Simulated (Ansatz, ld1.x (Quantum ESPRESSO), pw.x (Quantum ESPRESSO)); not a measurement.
**pw.x on bcc Re: one setting changed**

Potential: norm-conserving Troullier–Martins (Kleinman–Bylander form), ld1.x (Quantum ESPRESSO) 7.5, LDA (PW92); core [Xe] 4f14, reference 5d5 6s0.5 6p0; waves: 6p (bound, empty): rc 2.80 bohr; 5d (bound): rc 1.55 bohr; 6s (bound): rc 2.60 bohr; local part: the s channel; core correction: none.

The reference run (k-mesh 15³, cutoffs 70/280 Ry, Fermi–Dirac 0.01 Ry, mixing_beta 0.4, conv_thr 1e-9, no spin) gives 1.51 GPa at 14.453 Å³/atom, where all-electron LAPW gives 0.92 GPa. This run, with its own iteration cap, changes degauss to 0.002.

```
&control
  calculation='scf', prefix='x', pseudo_dir='./', outdir='./tmp', tstress=.true., disk_io='none'
/
&system
  ibrav=0, nat=1, ntyp=1, ecutwfc=70, ecutrho=280, nbnd=11,
  occupations='smearing', smearing='fd', degauss=0.002
/
&electrons
  conv_thr=1e-09, mixing_beta=0.4, electron_maxstep=60
/
ATOMIC_SPECIES
Re 1.0 Re.UPF
CELL_PARAMETERS angstrom
  -1.53449686 1.53449686 1.53449686
  1.53449686 -1.53449686 1.53449686
  1.53449686 1.53449686 -1.53449686
ATOMIC_POSITIONS crystal
Re 0.0000 0.0000 0.0000
K_POINTS automatic
15 15 15 0 0 0
```

```bash
pw.x < Re.scf.in > Re.scf.out
```

Task: How does the run end?

Result: It converges in 9 iterations; the free energy moves by +35.5 meV/atom and the pressure by -0.40 GPa. In a metal, with Fermi–Dirac smearing, F lies below its zero-width value by a term in the square of the width.

```
Message from routine setup:
     using ibrav=0 with symmetry is DISCOURAGED, use correct ibrav instead
     lattice parameter (alat)  =       5.0226  a.u.
     unit-cell volume          =      97.5337 (a.u.)^3
     number of electrons       =         7.00
     number of Kohn-Sham states=           11
     kinetic-energy cutoff     =      70.0000  Ry
     charge density cutoff     =     280.0000  Ry
     scf convergence threshold =      1.0E-09
     Exchange-correlation= PW
     number of k points=   120  Fermi-Dirac smearing, width (Ry)=  0.0020
     iteration #  1     ecut=    70.00 Ry     beta= 0.40
     total energy              =     -22.44609057 Ry
     estimated scf accuracy    <       0.56996704 Ry
     iteration #  2     ecut=    70.00 Ry     beta= 0.40
     total energy              =     -22.41744443 Ry
     estimated scf accuracy    <       0.09850235 Ry
     iteration #  3     ecut=    70.00 Ry     beta= 0.40
     total energy              =     -22.43253631 Ry
     estimated scf accuracy    <       0.00037502 Ry
     iteration #  4     ecut=    70.00 Ry     beta= 0.40
     total energy              =     -22.43256921 Ry
     estimated scf accuracy    <       0.00019991 Ry
     iteration #  5     ecut=    70.00 Ry     beta= 0.40
     total energy              =     -22.43260417 Ry
     estimated scf accuracy    <       0.00000458 Ry
     iteration #  6     ecut=    70.00 Ry     beta= 0.40
     total energy              =     -22.43260472 Ry
     estimated scf accuracy    <       0.00000019 Ry
     iteration #  7     ecut=    70.00 Ry     beta= 0.40
     total energy              =     -22.43260474 Ry
     estimated scf accuracy    <          6.8E-09 Ry
     iteration #  8     ecut=    70.00 Ry     beta= 0.40
     total energy              =     -22.43260474 Ry
     estimated scf accuracy    <          1.3E-09 Ry
     iteration #  9     ecut=    70.00 Ry     beta= 0.40
     the Fermi energy is    18.1181 ev
!    total energy              =     -22.43260474 Ry
     estimated scf accuracy    <          2.0E-12 Ry
     smearing contrib. (-TS)   =      -0.00026336 Ry
     The total energy is F=E-TS. E is the sum of the following terms:
     one-electron contribution =      13.10122255 Ry
     hartree contribution      =       0.40562815 Ry
     xc contribution           =      -5.19159872 Ry
     ewald contribution        =     -30.74759336 Ry
     convergence has been achieved in   9 iterations
          total   stress  (Ry/bohr**3)                   (kbar)     P=       11.18
     Message from routine punch:
     Nothing written, as per user request (disk_io='none')
```

The run took about 16 s on one core of a shared host (Neoverse-V1, 64 threads, 503 GiB, load 12).
